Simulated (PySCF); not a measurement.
## Dipole moment and polarisability of Si(NH2)H3

Compound: Si(NH2)H3.
Geometry (PBE0-D3(BJ)/def2-SVP, Å), atoms numbered from 1 in this order:
```xyz
7
H5NSi angstrom
Si     0.0000    0.0068   -0.6587
N      0.0890    0.1712    1.0642
H      0.7131   -0.4403    1.5794
H     -0.7682    0.3147    1.5874
H      1.3966   -0.0020   -1.1885
H     -0.7524    1.1783   -1.2006
H     -0.6781   -1.2285   -1.1832
```

Level: wB97X-D/def2-SVPD (PySCF), static field, nuclei fixed, core orbitals frozen in the response. The polarisability tensor in these axes (au):

```
x   37.13 -0.01  0.50
y   -0.01 37.10  0.87
z    0.50  0.87 40.84
```

Problem. Diagonalise the tensor; give its mean and Δα, where Δα² is half the sum of the squared differences of the eigenvalues.

Solution. Principal values 36.85, 37.13 and 41.10 au; mean 38.36 au = 5.68 Å³ = 6.32 × 10⁻⁴⁰ C²·m²/J; Δα = 4.12 au (11 % of the mean).

Problem. What is the dipole moment, and where does it point?

Solution. (-0.34, -0.66, 1.06) D, 1.30 D in size, pointing from the negative to the positive side. Measured along this direction, the outermost atoms are H6 and H5 at the negative end and H4 and H3 at the positive end.

Problem. Refractivity n − 1 of an ideal gas of it at 298.15 K and 1 atm, from the electronic α?

Solution. N = p/kT = 2.4615 × 10¹⁹ cm⁻³, so n − 1 = 2π × N × 5.68 × 10⁻²⁴ cm³ = 879 × 10⁻⁶ at long wavelengths, for an ideal gas.

Problem. Find the Langevin capture rate constant for H3+ (3.023 u) meeting this molecule (47.019 u), k = 2.342 × 10⁻⁹ cm³/s × √(α in Å³ / reduced mass in u).

Solution. The reduced mass is 2.84 u, so k = 3.31 × 10⁻⁹ cm³/s. The formula leaves out the permanent dipole, which adds to the capture rate.

Problem. In TDDFT the mean static polarisability is Σ f/ω² over all singlet excitations (ω in hartree). How much of it do the 10 lowest give? Their energies (eV) and oscillator strengths: 6.47, 0.0199; 7.84, 0.0038; 7.91, 0.0343; 8.35, 0.0199; 8.48, 0.0720; 8.65, 0.0426; 8.76, 0.0032; 9.15, 0.0277; 9.51, 0.1490; 9.70, 0.0001.

Solution. They add up to 3.68 au, 9.6 % of the 38.36 au; the largest single term is 1.22 au, from the state at 9.51 eV. Terms in order: 0.35, 0.05, 0.41, 0.21, 0.74, 0.42, 0.03, 0.25, 1.22, 0.00 au. Higher excitations give the rest. The strengths listed sum to 0.373.

Problem. In a dilute gas of rigid molecules at 350 K, how does the orientational term μ²/3kT compare with the electronic polarisability?

Solution. In Gaussian units μ²/3kT = 11.62 Å³ against 5.68 Å³, a ratio of 2.04; the Debye molar polarisation (4π/3)N_A(α + μ²/3kT) is 43.6 cm³/mol, leaving out the vibrational part.

Problem. What are the principal values of the traceless quadrupole moment, Θ = ½Σq(3rr − r²1), about the centre of nuclear charge?

Solution. -4.65, 1.55, 3.09 D·Å. The values depend on the origin, since the dipole doesn't vanish. The electronic extent ⟨r²⟩ about the same centre is 158 bohr², a root-mean-square distance of 1.30 Å for the 26 electrons.

Geometry: PBE0-D3(BJ)/def2-SVP; no solvent, vibrations or thermal averaging.

The run behind these numbers computed excited states as well. The run took 3.5 s of wall time on an Arm Neoverse V1 with one thread, on a shared host.
